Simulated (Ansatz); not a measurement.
The input, for Ansatz 0.2.0:

```yaml
crystal:
  periodic: [false, false, false]
  atoms:
    - {symbol: Al, position_ang: [0.000000, 0.000000, 0.720600]}
    - {symbol: P, position_ang: [0.000000, 0.000000, 2.864800]}
    - {symbol: H, position_ang: [0.000000, 0.000000, -3.585400]}
basis:
  gaussian: {orbitals: def2-mTZVP}
correlation: {active_space: {window: {electrons: 3, orbitals: 3}}}
scf: {lower_state_search: off}
magnetization: {spin_polarized: true, initial_magnetization: 1}
```

```sh
$ ansatz run in.yaml --threads 1 --pin off --events-out ev --progress --plain --max-ram 2393MiB
```

(1) One thing in this input was set wrong on purpose, beside settings that are merely unusual. What is the gravest fault, and what does the program do?

## Answers

(1) Active space on unrestricted orbitals. How the run ends: refused.
```
Error: invalid value for `correlation.active_space`: it starts from restricted Hartree–Fock orbitals; set hamiltonian.xc: hf without magnetization.spin_polarized
```
